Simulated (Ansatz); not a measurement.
Mulliken charges of `C=C(S)S` from r2SCAN/def2-TZVPP in Ansatz (PBE0-D4/def2-TZVP geometry).

```json
{"atom": "C1", "x (Å)": "-0.254", "y (Å)": "0.987", "z (Å)": "-0.613", "charge (e)": "-0.238"}
{"atom": "C2", "x (Å)": "-0.106", "y (Å)": "-0.202", "z (Å)": "-0.033", "charge (e)": "0.087"}
{"atom": "S3", "x (Å)": "1.417", "y (Å)": "-1.023", "z (Å)": "0.266", "charge (e)": "-0.099"}
{"atom": "S4", "x (Å)": "-1.511", "y (Å)": "-1.170", "z (Å)": "0.395", "charge (e)": "-0.107"}
{"atom": "H5", "x (Å)": "0.592", "y (Å)": "1.533", "z (Å)": "-1.010", "charge (e)": "0.080"}
{"atom": "H6", "x (Å)": "-1.237", "y (Å)": "1.430", "z (Å)": "-0.710", "charge (e)": "0.089"}
{"atom": "H7", "x (Å)": "2.209", "y (Å)": "0.051", "z (Å)": "0.105", "charge (e)": "0.090"}
{"atom": "H8", "x (Å)": "-1.018", "y (Å)": "-1.663", "z (Å)": "1.544", "charge (e)": "0.099"}
```

Question: By hand: the dipole of these point charges (1 e Å = 4.8032 D).

Answer: Σ q r = (0.108, 0.064, 0.093) e Å, of length 0.156 e Å = 0.75 D.

Question: How does the dipole of the full density compare? (An estimate is asked.)

Answer: Ansatz gave: (0.159, 0.183, 0.067) e Å, 1.21 D; the point charges give 0.62 times that, at 27° from its direction.

Point charges leave out the atoms' own dipoles, such as those of lone pairs, and Mulliken's split depends on the basis, so the two needn't agree.
